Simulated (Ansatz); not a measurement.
## [Br···H···O], triplet: the ladder up to UCCSDT(Q)

Geometry: a point of a hydrogen-transfer path between rigid fragments, not a stationary point.

```xyz
3

Br    0.0000    0.0000   -1.4093
H     0.0000    0.0000    0.0607
O     0.0000    0.0000    1.3487
```

Basis cc-pVDZ; Ansatz 0.2.0. Correlated methods freeze the noble-gas cores and the filled d shells of p-block atoms, which leaves 14 electrons in 31 orbitals. R marks a restricted (for open shells ROHF) determinant, U an unrestricted one. No spin–orbit coupling is included, and no scalar relativity.

Full CI isn't at hand for all of this; UCCSDT(Q) serves as the reference, and is uncertain by about the last step of the cluster series.

* UHF ⟨S²⟩: 2.035
* T1 diagnostic (RCCSD): 0.0336
* largest doubles amplitude (RCCSD): 0.069
* T1 diagnostic (UCCSD): 0.0193

**Question.** From what is known of these methods and the diagnostics, rank them by the size of their error in total energy against UCCSDT(Q) in cc-pVDZ, smallest first (an estimate: the text doesn't fix the numbers).
A. UCCSD(T)
B. UCCSDT
C. UCCSD
D. UMP2
E. UHF

**Answer.** B (1.2 kJ/mol), A (2.8 kJ/mol), C (14.7 kJ/mol), D (98.2 kJ/mol), E (735.0 kJ/mol).

All errors are against UCCSDT(Q) in cc-pVDZ. Within each family the higher level lies nearer, as is usual though not guaranteed.
